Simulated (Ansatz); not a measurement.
Reaction (hydrogenolysis of a C–Cl bond): `ClCCCCCl` + H₂ → `CCCCCl` + HCl

Isolated molecules relaxed with PBE0-D4/def2-TZVP in Ansatz; ΔE leaves out vibrations. CCSD(T)/CBS is the MP2 limit (def2-TZVPP, def2-QZVPP) plus CCSD(T) − MP2 in def2-TZVPP, frozen cores. This one scheme is used for every species. Functionals use def2-TZVPP. B3LYP here is the variant with VWN-RPA as its local correlation; programs differ in this. HSE06 is defined as in plane-wave codes. One conformer a species, not always the lowest.

`ClCCCCCl`:

Z-matrix (Å, degrees):
```
C
C 1 1.509
Cl 1 1.790 2 112.3
H 1 1.089 2 111.4 3 -118.8
H 1 1.090 2 111.6 3 119.2
C 2 1.517 1 113.7 3 -64.4
H 2 1.096 1 107.3 3 174.4
H 2 1.095 1 109.3 3 59.0
C 6 1.509 2 113.7 1 -180.0
H 6 1.096 2 109.4 1 60.0
H 6 1.095 2 110.0 1 -57.0
Cl 9 1.790 6 112.3 2 64.4
H 9 1.091 6 111.6 2 -54.8
H 9 1.089 6 111.4 2 -176.8
```

H₂:

Z-matrix (Å, degrees):
```
H
H 1 0.746
```

`CCCCCl`:

Z-matrix (Å, degrees):
```
C
C 1 1.518
H 1 1.092 2 111.4
H 1 1.094 2 111.4 3 120.2
H 1 1.093 2 111.1 3 -120.0
C 2 1.519 1 112.5 3 -179.9
H 2 1.094 1 109.9 3 58.3
H 2 1.096 1 109.8 3 -58.2
C 6 1.510 2 114.4 1 179.3
H 6 1.098 2 109.5 1 59.3
H 6 1.095 2 110.1 1 -57.3
Cl 9 1.790 6 112.2 2 65.5
H 9 1.091 6 111.6 2 -53.6
H 9 1.089 6 111.6 2 -175.6
```

HCl:

Cartesian coordinates in Å:
```
Cl -0.361 -0.049 0.526
H 0.361 0.049 -0.526
```

| level | ΔE (kJ/mol) |
| --- | --- |
| B3LYP-D4 | -74.0 |
| HSE06-D4 | -75.3 |
| PBE | -74.8 |
| PBE0 | -79.8 |
| B3LYP | -82.4 |
| CAM-B3LYP | -83.2 |
| CCSD(T)/def2-TZVPP | -78.2 |
| HF/def2-QZVPP | -93.5 |

Question: What does CCSD(T)/CBS give? (An estimate is asked.)

Answer: Ansatz gave: -74.8 kJ/mol. The listed levels differ from it by 0.8, -0.5, 0.0, -5.0, -7.6, -8.4, -3.4, -18.7 kJ/mol.

Largest T1 diagnostic among the species: 0.009.

From PBE to PBE0 (25 % exact exchange), in def2-TZVPP and without D4, ΔE moves by −4.9 kJ/mol. At CCSD(T), def2-SVP lies −10.7 kJ/mol from the extrapolated value and def2-TZVPP −3.4 kJ/mol.
